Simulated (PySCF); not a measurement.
SiS, MP2: how much the basis matters

PySCF, RHF reference; singlet, unpaired electrons none; De to Si + S without counterpoise correction. Frozen cores follow the default of each basis and core potential.

| basis | relativity | functions | Re (Å) | ωe (cm⁻¹) | De (eV) | frozen orbitals |
| --- | --- | --- | --- | --- | --- | --- |
| 3-21G | no relativity | 26 | 2.054 | 623 | 4.44 | 10 |
| 6-31G(d,p) | no relativity | 36 | 1.944 | 756 | 5.69 | 10 |
| jorge-DZP-DKH | spin-free X2C | 48 | 1.962 | 742 | 5.74 | 10 |
| x2c-TZVPPall | spin-free X2C | 84 | 1.940 | 753 | 6.27 | 10 |
| def2-TZVPPD | no relativity | 99 | 1.941 | 752 | 6.30 | 10 |

How does each smaller set differ from the one with most functions, def2-TZVPPD?

3-21G: +11.3 pm, -17.2 % in ωe, -1.86 eV in De; 6-31G(d,p): +0.3 pm, +0.5 % in ωe, -0.61 eV in De; jorge-DZP-DKH: +2.1 pm, -1.3 % in ωe, -0.56 eV in De; x2c-TZVPPall: -0.1 pm, +0.1 % in ωe, -0.03 eV in De. All at MP2; the set with most functions is neither the basis-set limit nor always the best. The rows treat relativity differently, so the differences are not basis effects alone.

Measured (Huber and Herzberg, Constants of Diatomic Molecules (1979)): Re = 1.929321 Å, ωe = 749.64 cm⁻¹. Correlated steps freeze 10 core orbitals. Correlated levels converge slowly with the basis: in double zeta they bind strong bonds too weakly, by up to about 1 eV, and carry superposition errors of some tenths. Where the molecule has an RHF reference, its open-shell atoms are computed with UHF. 3-21G is very small, so such numbers show the basis as much as the molecule.
